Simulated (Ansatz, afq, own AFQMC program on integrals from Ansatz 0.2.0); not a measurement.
# CH4O, triplet in cc-pVTZ, levels against AFQMC with the constraint released

```yaml
atoms:
  - { symbol: C, position_ang: [-1.1672, 0.0000, 0.0000] }
  - { symbol: H, position_ang: [-1.5304, 1.0273, 0.0000] }
  - { symbol: H, position_ang: [-1.5304, -0.5137, 0.8897] }
  - { symbol: H, position_ang: [-1.5304, -0.5137, -0.8897] }
  - { symbol: H, position_ang: [-0.0052, 0.0000, 0.0000] }
  - { symbol: O, position_ang: [1.1658, 0.0000, 0.0000] }
```

Connectivity, by distances: CH3 ··· O, 1 bridging H.

Basis cc-pVTZ. Only valence electrons are correlated. AFQMC by an in-house program on the Cholesky factors that Ansatz 0.2.0 writes for its CCSD(T) run. ph-AFQMC/CISD is guided by a CISD state made of CCSD amplitudes; releasing the constraint for a short imaginary time cuts its bias at the price of noise, slowly where states lie close. Uncertainties: one standard error, sampling alone.

Determinant: UHF, the one that the program's search chose, which needn't be the lowest solution. The geometry is a point of a scan.

No full CI on the walks' own integrals is used here. The released AFQMC energy serves as the reference, which it does only where one determinant dominates, the energy is flat over the last release times and near the phaseless one (40 meV or 2 meV an electron, half that with transition metals). On small molecules, where full CI could be run and the noise was under 10 meV, such values lay within 10 meV of it in 19 cases of 20, a flattering rate, since the rule was set on those same cases; what remains of the bias isn't in the error bar.

Cautions: lower spins were not checked; the released value is read at 1.62 1/Eh, later times being too noisy (meV from the phaseless value at times in 1/Eh: -7 ± 6 at 0.24, -7 ± 3 at 0.51, -11 ± 7 at 0.99, -18 ± 9 at 1.62, -17 ± 16 at 2.40).

The T1 diagnostic is 0.0158, the weight of the determinant in the CISD state is 0.882 and the ⟨S²⟩ of the determinant is 2.033. The size of the correlated space is 14 electrons in 114 orbitals.

```csv
level,correlation energy (eV)
MP2,-10.0357
CCSD,-11.0028
CCSD(T),-11.3367
```

Question: Estimate where AFQMC with the constraint released lies against CCSD(T) on the same integrals.

Answer: 1.30 ± 0.34 mEh below CCSD(T).

Reference: AFQMC with the constraint released, correlation energy -11.372 ± 0.009 eV.

```tsv
level	E − E(reference) (mEh)	share of correlation (%)
CCSD(T)	1.30 ± 0.34	99.69
ph-AFQMC/CISD	0.67 ± 0.40	99.84
```

A walk keeps the symmetry of its determinant, which the program's search chose and which needn't be the lowest solution, so a lower state of the same spin and another symmetry isn't excluded. Released energies are given only where the last usable release times agree within the noise; a slower fall can still hide under it.
